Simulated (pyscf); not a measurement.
Single points on ωB97X-D3(BJ)/def2-SVP structures (PySCF, gas phase).

Q: Estimate by transition-state theory the rate constant of Cl–GaH–Cl + NH₃ → H₂N–Ga(Cl)–Cl + H₂ (singlet surface; Ga–H, H–N broken, Ga–N, H–H formed) at 600 K, with ωB97M-D3(BJ)/def2-TZVP energies (ideal gas, 1 atm, RRHO with modes under 100 cm⁻¹ raised to 100, one conformer, R ln 2 for rigid chiral ones; no tunnelling).

A: The electronic barrier is 19.4 kcal/mol and the thermal terms add +19.0, so ΔG‡ = 38.3 kcal/mol. With k_BT/h = 1.25e+13 s⁻¹ and RT = 1.192 kcal/mol, and a volume of 8.18e-20 cm³ per molecule at 1 atm, k = 1.1e-20 cm³ molecule⁻¹ s⁻¹. Wigner's tunnelling factor for 1366i cm⁻¹ would be 1.45, likely too low at so high a frequency. A shift of 1 kcal/mol in the barrier changes k by a factor 2.3. On the reactant side the descent ends in an adduct with a Ga–N contact, 31.7 kcal/mol under the separated species and 48.9 kcal/mol under the saddle at ωB97X-D3(BJ)/def2-TZVP. What is counted as formed (Ga–N) is already present as a longer contact in the reactant adduct; forming that adduct is a step of its own. At the saddle there is also a short Ga–H contact that neither side keeps. At ωB97X-D3(BJ) the barrier from the zero used here is 17.1 kcal/mol. This is the saddle that the search found; another between the same sides may lie lower. Elements up to Kr have no core potential and no relativistic terms here.
